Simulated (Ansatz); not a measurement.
`OCCCCl` + H₂ → `CCCCl` + H₂O  (hydrogenolysis of a C–O bond)

Program: Ansatz. Geometries: PBE0-D4/def2-TZVP. ΔE: electronic, gas phase. CCSD(T)/CBS adds triple-zeta CCSD(T) − MP2 to the extrapolated MP2 energy (def2 sets, frozen cores). This one scheme is used for every species. Functionals use def2-TZVPP. Each species was taken in one conformer, which may not be the lowest.

```tsv
level	ΔE (kcal/mol)
r2SCAN-D4	-24.6
ωB97X-V	-24.3
ωB97M-V	-25.0
r2SCAN	-24.8
MP2/def2-TZVPP	-26.3
MP2/def2-QZVPP	-26.7
SCS-MP2/def2-QZVPP	-26.2
CCSD/CBS(def2)	-27.0
```

**Question.** What does CCSD(T)/CBS give? (An estimate is asked.)

**Answer.** The calculation gave: -26.3 kcal/mol. The listed levels differ from it by 1.7, 2.0, 1.3, 1.5, 0.0, -0.4, 0.1, -0.7 kcal/mol.

Largest T1 diagnostic among the species: 0.009.

The D4 term adds +0.9 kcal/mol with B3LYP and +0.5 kcal/mol with PBE0; it sums over pairs of atoms, weighted by their polarisabilities, and B3LYP, whose exchange is more repulsive, gets the larger term. From PBE to PBE0 (25 % exact exchange), in def2-TZVPP and without D4, ΔE moves by −1.0 kcal/mol.

B3LYP here is the variant with VWN-RPA as its local correlation; programs differ in this.
